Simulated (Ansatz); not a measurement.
**Gold, fcc under PBE: convergence with the Methfessel-Paxton smearing**

How small must the Methfessel-Paxton smearing width be for energy and pressure to settle? The geometry was relaxed under PBE beforehand and stays fixed; 7 values are run, from 0.01 to 1.0 eV. Wanted are the values from which on the energy stays within 10 and 1 meV/atom, and the pressure within 0.5 GPa, of the narrowest run. Within the series other settings stay, but some runs also write fields, which adds to their time. Spin polarisation is left out.

Program: Ansatz 0.2.0. Level of theory: DFT PBE, plane waves with PAW, scalar-relativistic. These are calculated values, not measurements.

**1. The starting structure**

It takes space group Fm-3m (No. 225, cubic). Conventional cell: a = 4.157 Å, b = 4.157 Å, c = 4.157 Å, α = 90.00°, β = 90.00°, γ = 90.00°. Au (site symmetry m-3m) has 12 Au at 2.94 Å as nearest neighbours.

Coordinates:

```
CELL_PARAMETERS angstrom
0.00000 2.07826 2.07826
2.07826 0.00000 2.07826
2.07826 2.07826 0.00000
ATOMIC_POSITIONS crystal
Au 0.00000 0.00000 0.00000
```

**2. With a width of 0.01 eV**

The run at 0.01 eV.

Contents of input.yaml:

```yaml
crystal:
  lattice:
    - [0.0, 2.0782552709, 2.0782552709]
    - [2.0782552709, 0.0, 2.0782552709]
    - [2.0782552709, 2.0782552709, 0.0]
  atoms:
    - { symbol: Au, position: [0.0, 0.0, 0.0] }
hamiltonian:
  xc: pbe
  pseudopotentials:
    kind: paw
    azcp:
      Au: "pseudopotentials/Au.paw.azcp"
basis:
  ecutwfc: 420
  fft_grid_basis: typed
kpoints:
  mp_grid: { grid: [13, 13, 13], shift: [0, 0, 0] }
magnetization:
  spin_polarized: false
scf:
  occupations: { method: methfessel_paxton, width: 0.01 }
  lower_state_search: "off"
output:
  stress: true
```

Run with:

```sh
ansatz run input.yaml --threads 1 --pin off --max-ram 3584MiB --backend cpu --events-out ev --progress --plain --runs-dir out
```

**3. With a width of 0.03 eV**

The run at 0.03 eV.

Changes to input.yaml since step 2:

```diff
@@ -21,3 +21,3 @@
 scf:
-  occupations: { method: methfessel_paxton, width: 0.01 }
+  occupations: { method: methfessel_paxton, width: 0.03 }
   lower_state_search: "off"
```

**4. With a width of 0.1 eV**

The run at 0.1 eV.

Changes to input.yaml since step 3:

```diff
@@ -21,3 +21,3 @@
 scf:
-  occupations: { method: methfessel_paxton, width: 0.03 }
+  occupations: { method: methfessel_paxton, width: 0.1 }
   lower_state_search: "off"
@@ -25 +25,5 @@
   stress: true
+  write_density: true
+  write_potential: true
+  elf: true
+  volumetric_format: npy
```

**5. With a width of 0.2 eV**

The run at 0.2 eV.

Changes to input.yaml since step 4:

```diff
@@ -21,3 +21,3 @@
 scf:
-  occupations: { method: methfessel_paxton, width: 0.1 }
+  occupations: { method: methfessel_paxton, width: 0.2 }
   lower_state_search: "off"
```

**6. With a width of 0.3 eV**

The run at 0.3 eV.

Changes to input.yaml since step 5:

```diff
@@ -21,3 +21,3 @@
 scf:
-  occupations: { method: methfessel_paxton, width: 0.2 }
+  occupations: { method: methfessel_paxton, width: 0.3 }
   lower_state_search: "off"
```

**7. With a width of 0.6 eV**

The run at 0.6 eV.

Changes to input.yaml since step 6:

```diff
@@ -21,3 +21,3 @@
 scf:
-  occupations: { method: methfessel_paxton, width: 0.3 }
+  occupations: { method: methfessel_paxton, width: 0.6 }
   lower_state_search: "off"
@@ -25,5 +25 @@
   stress: true
-  write_density: true
-  write_potential: true
-  elf: true
-  volumetric_format: npy
```

**8. With a width of 1.0 eV**

The run at 1.0 eV.

Changes to input.yaml since step 7:

```diff
@@ -21,3 +21,3 @@
 scf:
-  occupations: { method: methfessel_paxton, width: 0.6 }
+  occupations: { method: methfessel_paxton, width: 1.0 }
   lower_state_search: "off"
```

(Steps that only read results are left out.)

Q: Predict the outcome of this session.

**Answer**, as computed:

| quantity | value |
| --- | --- |
| E(σ → 0) stays within 10 meV/atom of 0.01 eV | up to 1.0 eV |
| E(σ → 0) stays within 1 meV/atom | up to 0.6 eV |
| pressure stays within 0.5 GPa | up to 1.0 eV |
| pressure at 0.01 eV | -0.15 GPa |
| energy of a separate run on a finer mesh (21×21×21) | +2.4 meV/atom from 0.01 eV |

**Reading.** The far end, 1.0 eV, lies -3.3 meV/atom and +0.2 GPa from the yardstick. The free energy F moves by +4.2 meV/atom over the range, and the estimate for σ → 0 by -3.3. This scheme cancels the term in the square of the width, so F moves little up to 0.2 eV. The mesh (13×13×13) is fixed, so the narrowest widths carry a k-point error of their own. The yardstick itself is unsettled by 2.4 meV/atom against the finer mesh, so the thresholds above hold only within this series, and wider smearing, which averages over more states, can land nearer the fine-mesh value than the narrowest does. The cell taken over is 6 % larger than the measured one (16.96 Å³/atom, COD).
